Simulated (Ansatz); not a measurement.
# C₅H₁₀O₂: ionisation energy by level of theory

An exercise on one series of results from a longer session: the logs are not shown, and one member is left open.

The runs use Ansatz 0.2.0, Gaussian basis; unrestricted cation, the program's frozen cores in correlated methods.

Plan: UKS PBE-D4/def2-TZVPP; UKS r2SCAN-D4/def2-TZVPP; UKS PBE0-D4/def2-TZVPP; UKS B3LYP-D4/def2-TZVPP; UKS wB97X-V/def2-TZVPP; UKS wB97M-V/def2-TZVPP; UKS B2PLYP/def2-TZVPP; UHF-CCSD(T)/def2-TZVPP; UHF-MP2/def2-QZVPP; extrapolation to the limit; then −ε(HOMO) from the neutral's earlier runs with LDA (SPW92), PBE-D4, revPBE-D4, BLYP-D4, r2SCAN-D4, B97M-V, PBE0-D4, B3LYP-D4, r2SCANh-D4, r2SCAN0-D4, HSE06-D4, BHLYP-D4, CAM-B3LYP-D4, LC-ωPBE, ωB97X-V, ωB97M-V.

### Structure used throughout

The geometry comes from an earlier relaxation with PBE0-D4 in a triple-zeta def2 set; it is a stationary point, not always the lowest conformer.

SMILES `CC(=O)OC(C)C`, 17 atoms, charge 0, spin multiplicity 1.

Atoms are counted from 1 here; the program's logs count them from 0.

Bond lengths: C1–C2 1.499 Å, C1–H8 1.092 Å, C1–H9 1.087 Å, C1–H10 1.092 Å, C2–O3 1.202 Å, C2–O4 1.339 Å, O4–C5 1.443 Å, C5–C6 1.513 Å, C5–C7 1.510 Å, C5–H11 1.093 Å, C6–H12 1.093 Å, C6–H13 1.090 Å, C6–H14 1.092 Å, C7–H15 1.091 Å, C7–H16 1.092 Å, C7–H17 1.093 Å. Angles: C2–C1–H8 109.9°, C2–C1–H9 109.6°, C2–C1–H10 109.8°, H8–C1–H9 110.1°, H8–C1–H10 107.3°, H9–C1–H10 110.1°, C1–C2–O3 125.1°, C1–C2–O4 110.8°, O3–C2–O4 124.1°, C2–O4–C5 117.1°, O4–C5–C6 109.6°, O4–C5–C7 106.2°, O4–C5–H11 107.4°, C6–C5–C7 113.2°, C6–C5–H11 109.5°, C7–C5–H11 110.6°, C5–C6–H12 110.4°, C5–C6–H13 110.7° and more.

The first run:

Input file in.yaml:

```yaml
crystal:
  periodic: [false, false, false]
  atoms:
    - {symbol: C, position_ang: [2.254746, 0.222273, 1.605331]}
    - {symbol: C, position_ang: [1.368214, -0.424113, 0.584391]}
    - {symbol: O, position_ang: [1.671705, -1.368115, -0.095664]}
    - {symbol: O, position_ang: [0.179632, 0.189915, 0.528726]}
    - {symbol: C, position_ang: [-0.780204, -0.321281, -0.419232]}
    - {symbol: C, position_ang: [-0.507226, 0.269201, -1.784783]}
    - {symbol: C, position_ang: [-2.142284, 0.037817, 0.123576]}
    - {symbol: H, position_ang: [1.777189, 0.189697, 2.586324]}
    - {symbol: H, position_ang: [3.210577, -0.294394, 1.637358]}
    - {symbol: H, position_ang: [2.405362, 1.273441, 1.352322]}
    - {symbol: H, position_ang: [-0.654942, -1.406103, -0.458692]}
    - {symbol: H, position_ang: [-0.579171, 1.359207, -1.750545]}
    - {symbol: H, position_ang: [0.486321, -0.012014, -2.135171]}
    - {symbol: H, position_ang: [-1.240055, -0.100432, -2.505513]}
    - {symbol: H, position_ang: [-2.292733, -0.393194, 1.114763]}
    - {symbol: H, position_ang: [-2.920573, -0.344448, -0.540024]}
    - {symbol: H, position_ang: [-2.255557, 1.122044, 0.196932]}
basis:
  gaussian: {orbitals: def2-TZVPP}
total_charge: 1
magnetization: {spin_polarized: true, initial_magnetization: 1}
hamiltonian: {xc: pbe, dispersion: d4}
```

The run is started by

```
$ ansatz run in.yaml --threads 2 --pin off --events-out ev --progress --plain --max-ram 20480MiB --backend cuda --devices 0, --max-vram 18GiB
```

Among the steps run: Cation, UKS PBE-D4/def2-TZVPP; Cation, UKS r2SCAN-D4/def2-TZVPP; Cation, UKS PBE0-D4/def2-TZVPP; Cation, UKS B3LYP-D4/def2-TZVPP; Cation, UKS wB97X-V/def2-TZVPP; Cation, UKS wB97M-V/def2-TZVPP; Cation, UKS B2PLYP (frozen core)/def2-TZVPP; Cation, UHF-CCSD(T)/def2-TZVPP; Cation, UHF-MP2/def2-QZVPP.

One table of the session follows, with a row left open; its other results are not shown here.

It belongs to the step «Ionisation energies side by side». For comparison, −ε(HOMO) of the neutral from earlier runs:

| functional | −ε(HOMO) (eV) |
| --- | --- |
| LDA (SPW92) | 6.37 |
| PBE-D4 | 6.16 |
| revPBE-D4 | 6.08 |
| BLYP-D4 | 6.08 |
| r2SCAN-D4 | ? |
| B97M-V | 6.65 |
| PBE0-D4 | 7.84 |
| B3LYP-D4 | 7.59 |
| r2SCANh-D4 | 7.13 |
| r2SCAN0-D4 | 8.08 |
| HSE06-D4 | 7.43 |
| BHLYP-D4 | 9.47 |
| CAM-B3LYP-D4 | 9.34 |
| LC-ωPBE | 10.65 |
| ωB97X-V | 10.33 |
| ωB97M-V | 10.29 |

Q: Estimate the row for r2SCAN-D4 from the others.

Worked estimate for «−ε(HOMO) (eV)». Against the share of exact exchange, r2SCANh-D4 (0.1, 7.13), r2SCAN0-D4 (0.25, 8.08) give a slope of 6.33 per unit share; at 0 the line stands at 6.50.

As computed: −ε(HOMO) (eV): 6.49. In «−ε(HOMO) (eV)» the line misses by +0.01.
